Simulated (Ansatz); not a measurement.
# Which is lower?

Two relaxed structures of CH2BN, closed shell (PBE0-D4/def2-TZVP; forces vanish, vibrations not checked).

A:

| atom | x (Å) | y (Å) | z (Å) |
| --- | --- | --- | --- |
| B1 | -0.7519 | 1.0727 | -0.3950 |
| C2 | -0.5418 | -0.3333 | -0.1699 |
| N3 | 0.4353 | 0.4726 | 0.1326 |
| H4 | -0.6121 | -1.4137 | -0.0881 |
| H5 | -1.2607 | 2.0923 | -0.6983 |

B:

```
5
angstrom
B -0.7422 1.2232 -0.3167
C -0.5303 -0.3665 -0.1474
N 0.4596 0.3801 0.1237
H -0.5982 -1.4500 -0.1002
H 1.4111 0.2134 0.4406
```

Ansatz 0.2.0; basis: def2-TZVPP; cores frozen in the correlated methods. B3LYP uses VWN-RPA correlation.

**Question.** Which structure is lower at CCSD(T), and by how much? (To be estimated.)

**Answer.** The calculation gives: A, by 58.95 kcal/mol (electronic energy, against the other). By their contacts, A is CH₂BN ([BH]1[CH][N]1) and B is CH₂BN ([B]1[CH][NH]1).

All methods give the same order:

```
   method  E(B) − E(A) (kcal/mol)
   PBE-D4                   60.91
r2SCAN-D4                   62.83
  PBE0-D4                   61.91
 B3LYP-D4                   62.21
  wB97M-V                   60.75
       HF                   62.34
      MP2                   63.57
     CCSD                   59.22
  CCSD(T)                   58.95
```

T1 diagnostic: at most 0.016. The restricted Hartree–Fock reference is unstable towards an unrestricted one at one or more of these structures.

Labels in which every atom is bracketed show which atoms are joined, not bond orders.

For scale, one of the runs: CCSD(T)/def2-TZVPP, 121 basis functions, launched by `ansatz run in.yaml --threads 2 --pin off --events-out ev --progress --plain --max-ram 4352MiB`. The run took about 5.5 s on 2 CPU threads of an Arm Neoverse V2 (shared host).
